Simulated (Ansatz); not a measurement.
Two shapes of singlet C2H6.

Shape 1:

```xyz
8

C     0.0095   -0.0221   -0.8034
C     0.0330   -0.0221    0.7899
H    -0.0065   -0.9748   -1.1584
H    -0.8928    0.5155   -1.1156
H     0.8813    0.5612   -1.1719
H    -0.0147    1.0278    1.2128
H    -0.9313   -0.5094    1.1877
H     0.8981   -0.5601    1.1574
```

Shape 2:

```xyz
8

C     0.0000    0.0000   -0.6988
C     0.0000    0.0000    0.6988
H     0.0000   -0.9420   -1.0719
H    -0.8158    0.4710   -1.0719
H     0.8158    0.4710   -1.0719
H     0.0000    0.9420    1.0719
H    -0.8158   -0.4710    1.0719
H     0.8158   -0.4710    1.0719
```

Basis set: 6-31G* (spherical functions). Correlated methods keep 2 orbitals frozen. Charge 0, multiplicity 1.

Computed with Ansatz (development build ahead of 0.2.0); each method stands on the lowest determinant of its kind that the runs found.

Which shape is lower in energy, and by how much in each method?

| method | E(2) − E(1) (eV) |
| --- | --- |
| RHF | 0.697 |
| RHF-MP2 | 0.828 |

Shape 1 is lower. Caution: no unrestricted run beside it, a lower state can exist.
